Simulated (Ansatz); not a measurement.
**C₄H₆ClF: one species, many methods**

The task here is to estimate one member of a computed series from the others.

Method: functionals in def2-TZVPP, the program's frozen cores in correlated methods; program: Ansatz 0.2.0, Gaussian basis.

The runs, in order: PBE-D4, r2SCAN-D4, PBE0-D4, B3LYP-D4, ωB97X-V, ωB97M-V, B2PLYP; CCSD(T)/def2-TZVPP; MP2/def2-QZVPP; extrapolation to the limit.

### The relaxed structure

The geometry comes from an earlier relaxation with PBE0-D4 in a triple-zeta def2 set; it is a stationary point, not always the lowest conformer.

12 atoms, charge 0, spin multiplicity 1.

Atoms are counted from 1 here; the program's logs count them from 0.

Bond lengths: C1–C2 1.324 Å, C1–H7 1.086 Å, C1–H8 1.084 Å, C2–C3 1.492 Å, C2–H9 1.087 Å, C3–C4 1.512 Å, C3–H10 1.098 Å, C3–H11 1.092 Å, C4–F5 1.364 Å, C4–Cl6 1.778 Å, C4–H12 1.091 Å. Angles: C2–C1–H7 121.6°, C2–C1–H8 121.4°, H7–C1–H8 117.0°, C1–C2–C3 124.1°, C1–C2–H9 119.8°, C3–C2–H9 116.1°, C2–C3–C4 114.1°, C2–C3–H10 110.0°, C2–C3–H11 110.9°, C4–C3–H10 105.7°, C4–C3–H11 108.4°, H10–C3–H11 107.5°, C3–C4–F5 110.1°, C3–C4–Cl6 112.0°, C3–C4–H12 112.1°, F5–C4–Cl6 108.6°, F5–C4–H12 107.8°, Cl6–C4–H12 106.1°.

Set-up of the first run:

Input file in.yaml:

```yaml
crystal:
  periodic: [false, false, false]
  atoms:
    - {symbol: C, position_ang: [0.263467, 1.787961, 0.868846]}
    - {symbol: C, position_ang: [0.328747, 0.910057, -0.119853]}
    - {symbol: C, position_ang: [0.494013, -0.559711, 0.076512]}
    - {symbol: C, position_ang: [-0.560425, -1.396801, -0.611411]}
    - {symbol: F, position_ang: [-0.539036, -1.165908, -1.955615]}
    - {symbol: Cl, position_ang: [-2.192799, -1.043650, -0.002634]}
    - {symbol: H, position_ang: [0.314337, 1.478369, 1.908096]}
    - {symbol: H, position_ang: [0.154815, 2.848635, 0.676117]}
    - {symbol: H, position_ang: [0.268339, 1.251425, -1.149652]}
    - {symbol: H, position_ang: [1.453989, -0.888309, -0.342212]}
    - {symbol: H, position_ang: [0.494970, -0.812554, 1.139173]}
    - {symbol: H, position_ang: [-0.403516, -2.464614, -0.453268]}
basis:
  gaussian: {orbitals: def2-TZVPP}
hamiltonian: {xc: pbe, dispersion: d4}
output: {forces: true, orbitals: {seedname: orbitals}}
```

On the command line:

```
> ansatz run in.yaml --threads 4 --pin off --events-out ev --progress --plain --max-ram 10444MiB
```

Among the steps run: PBE-D4 (GGA); r2SCAN-D4 (meta-GGA); PBE0-D4 (hybrid); B3LYP-D4 (hybrid); ωB97X-V (range-separated); ωB97M-V (range-separated); B2PLYP (double hybrid); CCSD(T) in def2-TZVPP; MP2 in def2-QZVPP.

One of the session's tables, all rows but one given; the rest of the session is left out.

| method | atomisation energy (kcal/mol) |
| --- | --- |
| PBE-D4 | 1178.0 |
| r2SCAN-D4 | 1148.8 |
| PBE0-D4 | 1154.9 |
| B3LYP-D4 | ? |
| ωB97X-V | 1144.9 |
| ωB97M-V | 1147.7 |
| B2PLYP | 1131.6 |
| HF/def2-TZVPP | 838.6 |
| MP2/def2-TZVPP | 1139.4 |
| CCSD/def2-TZVPP | 1096.3 |
| CCSD(T)/def2-TZVPP | 1115.2 |
| MP2/CBS | 1166.9 |
| CCSD(T)/CBS | 1142.7 |

**Question.** Estimate the row for B3LYP-D4.

As computed: atomisation energy (kcal/mol): 1142.1. In the column «atomisation energy (kcal/mol)» it lies between MP2/def2-TZVPP (1139.4) and CCSD(T)/CBS (1142.7).
